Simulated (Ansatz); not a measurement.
Changing the shape of C2H2, singlet

Program: Ansatz, Gaussian basis, development build. Basis cc-pVTZ, nonrelativistic, 2 orbitals frozen in the corrections; active space CAS(4,4). Restricted Hartree–Fock, then the lowest state-specific CASSCF solution met for each case. On stretched bonds single-reference methods can fail or change state. Unlike active orbitals can shift such differences by tenths of an eV, at times by over 1 eV. The orbital stability of a CASSCF solution shown is undecided.

Case A:

```xyz
4

C     0.0000    0.0000    0.6081
C     0.0000    0.0000   -0.6081
H     0.0000    0.0000   -1.6740
H     0.0000    0.0000    1.6740
```

Case B:

```xyz
4

C     0.0000    0.0000    0.6013
C     0.0000    0.0000   -0.6013
H     0.0000    0.0000    1.6644
H     0.0000    0.0000   -1.6644
```

Energy less that of case A, in eV:

```tsv
case	RHF/ROHF
B	-0.048
```

Question: What does SC-NEVPT2 give for these differences?

Answer: B: -0.002 eV (0.0 kcal/mol).
